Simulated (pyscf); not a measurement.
Thermochemistry of product channels of titanium tetrachloride (Cl–Ti(Cl)(Cl)–Cl) + H atom (H•) on the doublet surface, in kcal/mol, from ωB97M-D3(BJ)/def2-TZVP energies (ideal gas, 1 atm, RRHO with modes under 100 cm⁻¹ raised to 100, one conformer, R ln 2 for rigid chiral ones). Optimised with ωB97X-D3(BJ)/def2-SVP in PySCF.

```
products                          ΔE  ΔH(298 K)  ΔG(298 K)  ΔG(1200 K)
-------------------------------  ---  ---------  ---------  ----------
chlorine (Cl–Cl) + [Cl–TiH–Cl]•  ___      +67.4      +62.1       +48.7
Cl atom (Cl•) + Cl–TiH(Cl)–Cl    ___      +35.1      +32.9       +28.1
```

Problem. Fill in the missing entries.

Solution. 
- chlorine (Cl–Cl) + [Cl–TiH–Cl]•, ΔE: +66.2
- Cl atom (Cl•) + Cl–TiH(Cl)–Cl, ΔE: +32.7

These are energies of the channels, which say nothing of barriers. Left out: orbital degeneracy and the spin-orbit lowering of Cl. Open-shell species with a d-block atom are single-reference here; other states, and whether the spin sits on metal or ligand, were not checked.
